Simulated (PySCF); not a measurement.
A structure optimised at PBE-D3(BJ)/def2-SVP, used in a PySCF frequency run:

```
C
H 1 1.1031
Cl 1 1.7839 2 107.55
Cl 1 1.7839 2 107.55 3 -120.00
Cl 1 1.7839 2 107.55 3 120.00
```

Write its SMILES, formula and point group.

ClC(Cl)Cl, CHCl₃, C3v

What are its rotational constants (standard atomic weights)?

3.1691, 3.1691, 1.6426 GHz
